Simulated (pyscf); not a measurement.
Single points on ωB97X-D3(BJ)/def2-SVP structures (PySCF, gas phase).

SMILES: [NH2][Ta](=[O])([Cl])[Cl]
```xyz
7

N     -1.2048    -0.2240    -0.9421
Ta     0.2989     0.9974    -0.7259
O      1.6209     0.0732    -1.2699
Cl     0.5712     1.5388     1.5089
Cl     0.0156     2.8542    -2.0795
H     -2.1690     0.0086    -0.7062
H     -1.1457    -1.1740    -1.3017
```

**Question.** What is the homolytic dissociation enthalpy (298 K, ωB97M-D3(BJ)/def2-TZVP) of the N–Ta bond of `[NH2][Ta](=[O])([Cl])[Cl]`, to NH₂• + [O=Ta(Cl)–Cl]•?

**Answer.** N–Ta to NH₂• + [O=Ta(Cl)–Cl]•: 104.8 kcal/mol. The 7 functionals that were run give +102.4 (M06-2X) to +109.2 kcal/mol (ωB97X-D3(BJ)/def2-TZVP). The radicals are drawn with the spin at the cut bond; how far it spreads was not checked. Other isomers of [O=Ta(Cl)–Cl]• were not searched in full and may lie lower. Open-shell species with a d-block atom are single-reference here; other states, and whether the spin sits on metal or ligand, were not checked. Elements past Kr carry the def2 core potentials, without spin-orbit coupling.
